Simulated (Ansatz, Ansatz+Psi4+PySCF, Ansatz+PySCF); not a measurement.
```yaml
atoms:
  - { symbol: C, position_ang: [0.0000, 0.6837, -0.0968] }
  - { symbol: Cl, position_ang: [-1.4671, -0.1667, 0.0087] }
  - { symbol: Cl, position_ang: [1.4671, -0.1667, 0.0087] }
  - { symbol: H, position_ang: [0.0000, 1.6995, 0.2685] }
```

Basis set: cc-pVTZ on H, C; cc-pV(T+d)Z on Cl (spherical functions). Left uncorrelated: 11 orbitals. Correlation on ROHF uses semicanonical orbitals with singles. Charge 0, multiplicity 2.

Computed with Ansatz (development build ahead of 0.2.0); each method stands on the lowest determinant of its kind that the runs found.

Task: Give the atomization energy at this shape (free ground-state atoms in the same class of orbitals less the molecule, no zero-point energy) of doublet CHCl2 by ROHF-CCSD(T), ROHF-MP2, UHF-MP2.

Result:

| method | atomization energy |
| --- | --- |
| ROHF-CCSD(T) | 11.13 eV |
| ROHF-MP2 | 11.52 eV |
| UHF-MP2 | 11.55 eV |
